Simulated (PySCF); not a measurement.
A structure optimised at PBE-D3(BJ)/def2-TZVPD, used in a PySCF frequency run:

```
C
N 1 1.1744
```
Charge 0, spin multiplicity 2.

Task: Write its SMILES, formula and point group.

Result: [C]#N, CN, C∞v

Task: What are its rotational constants (standard atomic weights)?

Result: 56.669 GHz (linear rotor, B only)
